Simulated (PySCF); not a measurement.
Structure problem from calculated spectra and properties.

Formula: CH4Mg.

| Item | Value |
| --- | --- |
| Valence photoelectron | vertical ionisation energy: 9.00 eV [ΔSCF PBE0/def2-SVPD] |
| Polarisability | 45.4 au [PBE0/def2-SVPD] |
| Triplet | lowest triplet excitation (Tamm–Dancoff): 4.65 eV [TDA PBE0/def2-SVPD] |
| 1H NMR | chemical shifts (computed TMS as zero) by class: 4.82 (1 H), -1.07 (3 H) ppm [GIAO PBE0/pcSseg-1] |
| 13C NMR | chemical shifts (computed TMS as zero) by class: -21.5 (1 C) ppm [GIAO PBE0/pcSseg-1] |
| NMR, other nuclei | isotropic shieldings of nuclei other than C and H, by class: 419 (1 Mg) ppm [GIAO PBE0/pcSseg-1] |
| XPS | C1s 289.0, Mg1s 1310.9 eV [ΔSCF SCAN, pcX-2 on the ionised atom, pcseg-1 elsewhere, spin-free X2C] |
| Dipole | 0.40 D [PBE0/def2-SVPD] |
| Rotational structure | rotational constants A, B, C: 159.824, 9.668, 9.668 GHz [PBE0-D3(BJ)/def2-SVP] |

Gas-phase values; electronic properties from PySCF, density fitting. Levels stand in brackets. Geometry: PBE0-D3(BJ)/def2-SVP; no solvent, vibrations or thermal averaging. NMR values are class means; diastereotopic atoms form classes of their own.

Question: What is the compound? Reason from the data.

Answer: The one carbon: carbon bonded to Mg and 3 H (-21.5 ppm). Hydrogen classes from least to most shielded: 1 H on a magnesium bonded to C and H (4.82 ppm), 3 H on a carbon bonded to Mg and 3 H (-1.07 ppm). The other shieldings belong to: 419 ppm, magnesium bonded to C and H. The core levels belong to: C1s 289.0 eV, carbon bonded to Mg and 3 H; Mg1s 1310.9 eV, magnesium bonded to C and H. The optimised geometry has point group C3v and is a prolate symmetric top. Structure: MgMeH (`[H][Mg][CH3]`).
